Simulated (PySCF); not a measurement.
# How well do the runs reproduce experiment for 2-butyne?

**Experimental background.**

NIST CCCBDB Release 22 (SRD 101), experimental polarizabilities lists, for the gas: mean polarisability 7.48 Å³.

How close the calculation comes is told at the end.

Compound: 2-butyne, C4H6.
SMILES with atom numbers: `[CH3:1][C:2]#[C:3][CH3:4]` (hydrogens: H5, H6, H7 on C1; H8, H9, H10 on C4)

Cartesian coordinates in Å at the PBE0-D3(BJ)/def2-SVP level; atoms count from 1:
```xyz
10
C4H6 angstrom
C      2.7220    0.1988    0.3530
C      1.2746    0.2333    0.2123
C      0.0687    0.2683    0.0946
C     -1.3782    0.3016   -0.0471
H      3.2091   -0.0839   -0.5937
H      3.1175    1.1831    0.6503
H      3.0326   -0.5301    1.1178
H     -1.8539   -0.5152    0.5187
H     -1.6791    0.1956   -1.1014
H     -1.7958    1.2508    0.3245
```

The PySCF runs (gas phase, on this PBE0-D3(BJ)/def2-SVP geometry; no spin–orbit coupling):

```json
{"level": "PBE0/def2-SVPD", "job": "6 singlets by full TDDFT, polarisability, dynamic polarisability", "basis functions": "128", "wall time": "5.3 s"}
```

Hardware: one thread, AMD EPYC 7B13 (x86_64) (shared host).

## Comparison

**Mean polarisability.** Measured: 7.48 Å³ (NIST CCCBDB Release 22 (SRD 101), experimental polarizabilities).

| level | computed (Å³) | computed − measured (Å³) | % (from the printed values) |
| --- | --- | --- | --- |
| PBE0/def2-SVPD | 7.41 | -0.07 | -1 |

The computed values are static and purely electronic, with core orbitals frozen in the response (1 au = 0.148185 Å³). The table of measured values doesn't say here whether a value is static or optical, or holds a vibrational part.

The geometry is computed, not the measured one. Where a level misses, the cause wasn't examined.
